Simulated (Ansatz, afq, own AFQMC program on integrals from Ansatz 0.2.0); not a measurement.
## AlNH, doublet: AFQMC among the cluster methods

| atom | x (Å) | y (Å) | z (Å) |
| --- | --- | --- | --- |
| Al | 0.0000 | 0.0000 | -0.0014 |
| N | 0.0000 | 0.0000 | -1.5774 |
| H | 0.0000 | 0.0000 | 1.5787 |

Connectivity, by distances: AlH–N.

Basis 6-31G. Only valence electrons are correlated. Ansatz 0.2.0 and our own AFQMC program on the same integrals; the CISD trial comes from CCSD amplitudes, and released means the phaseless constraint is let go. Uncertainties: one standard error, sampling alone.

Determinant: ROHF, the one that the program's search chose, which needn't be the lowest solution. The geometry is a point of a scan.

Full CI on the same integrals is exact in this basis and with this determinant's frozen core.

Cautions: a spin-contaminated unrestricted determinant lies lower (UHF 308 meV lower, ⟨S²⟩ 1.14); the search met a lower determinant of the same kind, perhaps of another symmetry (284 meV lower), and this one is a saddle point; raised T1 diagnostic (T1 0.048, weight of the determinant 0.86, largest double 0.09); the released energies are still falling, so no released level is given (meV from the phaseless value at times in 1/Eh: -7 ± 4 at 0.24, -18 ± 5 at 0.51, -25 ± 3 at 0.99, -29 ± 4 at 1.62, -39 ± 5 at 2.40), though the last usable value meets full CI within the noise.

```
T1 diagnostic                               : 0.0477
weight of the determinant in the CISD state : 0.858
size of the correlated space                : 9 electrons in 18 orbitals
```

```csv
level,correlation energy (eV)
MP2,-3.8747
CCSD,-4.3135
CCSD(T),-4.5162
```

Task: Estimate where phaseless AFQMC with the Hartree–Fock trial lies against CCSD(T) on the same integrals.

Result: 101.1 ± 24.5 meV above CCSD(T).

Reference: full CI, correlation energy -4.562 eV.

| level | E − E(reference) (meV) | share of correlation (%) |
| --- | --- | --- |
| CCSD(T) | 45.5 | 99.00 |
| CCSDT | 12.7 | 99.72 |
| CCSDT(Q) | 2.4 | 99.95 |
| CCSDTQ | -1.4 | 100.03 |
| ph-AFQMC/HF | 146.7 ± 24.5 | 96.78 |
| ph-AFQMC/CISD | 42.3 ± 4.4 | 99.07 |

CCSDT and higher add their correlation energy to the determinant of the CCSD(T) run, since their own runs factorise the integrals more tightly (a shift of under 2 meV). A walk keeps the symmetry of its determinant, which the program's search chose and which needn't be the lowest solution, so a lower state of the same spin and another symmetry isn't excluded.
